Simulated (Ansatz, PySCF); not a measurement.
System: CH4N, charge 0, doublet. CH4N (SMILES [CH2]N, doublet).
B3LYP-D3(BJ)/def2-TZVP minimum from Ansatz (an electronic-structure program):
```
C
H 1 1.0803
H 1 1.0803 2 118.78
N 1 1.3914 2 116.76 3 148.46
H 4 1.0089 1 115.75 2 172.11
H 4 1.0089 5 111.58 1 135.19
```
Charge 0, spin multiplicity 2.

Atomisation energy term by term, kcal/mol (programs: Ansatz). Radicals and triplets start from unrestricted determinants; spin-orbit coupling is neglected. Cores are frozen in correlated methods. Rows without X2C or -DK are non-relativistic. CBS(X,Y): correlation extrapolated as X^-3, Hartree-Fock from the larger set (Q,5: extrapolated as (X+1)exp(-9√X)). A bracket is a step between two methods taken in the basis named. '+ core + X2C': CCSD(T) terms for core correlation (cc-pwCVTZ) and scalar relativity (cc-pVTZ-DK). For partners of very few electrons the exact lower level stands in for a higher one.

```json
[
 {"term": "Hartree-Fock", "basis": "CBS(cc-pVQZ,cc-pV5Z)", "kcal/mol": "340.22"},
 {"term": "CCSD correlation", "basis": "CBS(cc-pVQZ,cc-pV5Z)", "kcal/mol": "133.33"},
 {"term": "(T)", "basis": "CBS(cc-pVQZ,cc-pV5Z)", "kcal/mol": "7.00"},
 {"term": "CCSDT(Q) - CCSD(T)", "basis": "cc-pVTZ", "kcal/mol": "0.13"},
 {"term": "core correlation", "basis": "cc-pwCVTZ", "kcal/mol": "1.80"},
 {"term": "scalar relativity", "basis": "X2C, cc-pVTZ-DK", "kcal/mol": "-0.47"},
 {"term": "minus zero-point energy", "basis": "Hessian by PySCF at B3LYP-D3(BJ)/def2-TZVP", "kcal/mol": "-31.32"},
 {"term": "sum: D0", "basis": "", "kcal/mol": "450.7"}
]
```

The step beyond CCSD(T) by other levels: CCSDT(Q) in cc-pVDZ 0.41 kcal/mol.
